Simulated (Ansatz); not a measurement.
System: ethane, C$_{2}$H$_{6}$, charge 0, multiplicity 1. SMILES: CC
Structure (B3LYP-D3(BJ)/def2-TZVP (Ansatz, a quantum-chemistry and plane-wave program) minimum search):
```
C
H 1 1.0919
H 1 1.0919 2 107.56
H 1 1.0919 2 107.56 3 -115.60
C 1 1.5262 2 111.32 4 -122.20
H 5 1.0919 1 111.32 2 180.00
H 5 1.0919 6 107.56 1 122.20
H 5 1.0919 6 107.56 7 115.60
```
Charge 0, spin multiplicity 1.

Quantity: atomisation energy, in kcal/mol. Conventions: no dispersion term unless named; non-relativistic; atomisation electronic, to ground-state atoms; six Cartesian d functions in 6-31G* and its kin unless marked 5d; 6-311+G** with 5d; LANL2DZ all-electron up to Ne; valence correlation only; UHF or UKS for open shells; spin-orbit terms left out. CBS marks a two-point X^-3 extrapolation of the correlation energy; Hartree-Fock from the larger set. The bracket is a focal-point correction in the basis named. First-principles rows: single points at B3LYP-D3(BJ) geometries (Ansatz).

Coupled cluster (Ansatz) is a level with limits of its own, used here on species with T1 under 0.025 (0.045 for open shells) and stable references: RI-MP2/CBS(def2-TZVPPD,def2-QZVPPD)+[CCSD(T)-MP2]/def2-TZVPPD.

Value to compare with, RI-MP2/CBS(def2-TZVPPD,def2-QZVPPD)+[CCSD(T)-MP2]/def2-TZVPPD (Ansatz): 712.2 kcal/mol.

```csv
level,program,atomisation energy (kcal/mol),difference
B3LYP/STO-3G,Ansatz,862.9,150.7
B3LYP/3-21G,Ansatz,709.8,-2.4
B3LYP/LANL2DZ,Ansatz,701.7,-10.5
B3LYP/6-31G,Ansatz,705.1,-7.1
B3LYP/6-31G*,Ansatz,712.9,0.7
B3LYP/6-31+G*,Ansatz,708.6,-3.6
B3LYP/6-31G**,Ansatz,718.2,6.0
B3LYP/def2-SVP,Ansatz,712.6,0.4
B3LYP/cc-pVDZ,Ansatz,701.1,-11.1
B3LYP/6-311+G**,Ansatz,708.5,-3.7
B3LYP/def2-TZVPD,Ansatz,710.5,-1.7
```

Among the 10 habitual levels, B3LYP/STO-3G lies farthest from RI-MP2/CBS(def2-TZVPPD,def2-QZVPPD)+[CCSD(T)-MP2]/def2-TZVPPD (Ansatz) (150.7 kcal/mol); 4 of 10 lie above it, and their mean absolute difference is 19.6 kcal/mol, the median 4.8. One case shows no general order.

The sets are all those run for this method; left out are runs that failed, that the program found above a lower state of the same kind, or whose <S^2> lies over 0.5 above the pure value.
